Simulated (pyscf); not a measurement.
H₂N–Si(OH)(OH)–OH (SMILES N[Si](O)(O)O) → O=Si(OH)–OH (SMILES O=[Si](O)O) + NH₃ (SMILES N) (elimination; singlet surface; H–O, N–Si broken, H–N formed). Structures and frequencies: ωB97X-D3(BJ)/def2-SVP in PySCF. Energies in kcal/mol from the reactant's lowest minimum found.

| level | barrier | reaction energy |
|---|---|---|
| ωB97X-D3(BJ)/def2-TZVP | [?] | +59.5 |
| r²SCAN/def2-TZVP | 37.4 | +56.7 |
| B3LYP-D3(BJ)/def2-TZVP | 39.2 | +55.3 |
| PBE0-D3(BJ)/def2-TZVP | 38.2 | +58.9 |
| M06-2X/def2-TZVP | 41.5 | +62.3 |
| ωB97M-D3(BJ)/def2-TZVP | [?] | [?] |

Q: Some entries are withheld; supply them.

A: 
- ωB97X-D3(BJ)/def2-TZVP, barrier: 40.8
- ωB97M-D3(BJ)/def2-TZVP, barrier: 40.3
- ωB97M-D3(BJ)/def2-TZVP, reaction energy: +57.7

On the product side the descent ends in an adduct with a N–Si contact, 33.1 kcal/mol under the separated species and 14.4 kcal/mol under the saddle at ωB97X-D3(BJ)/def2-TZVP. At ωB97X-D3(BJ)/def2-TZVP, r²SCAN, B3LYP-D3(BJ), PBE0-D3(BJ), M06-2X, ωB97M-D3(BJ) the saddle lies under the separated products, which points to a path from their complex (located at ωB97X-D3(BJ) alone), and parting the products costs more than the saddle. What is counted as broken (N–Si) persists as a longer contact in the product adduct; parting that adduct is a step of its own. This is the saddle that the search found; another between the same sides may lie lower.
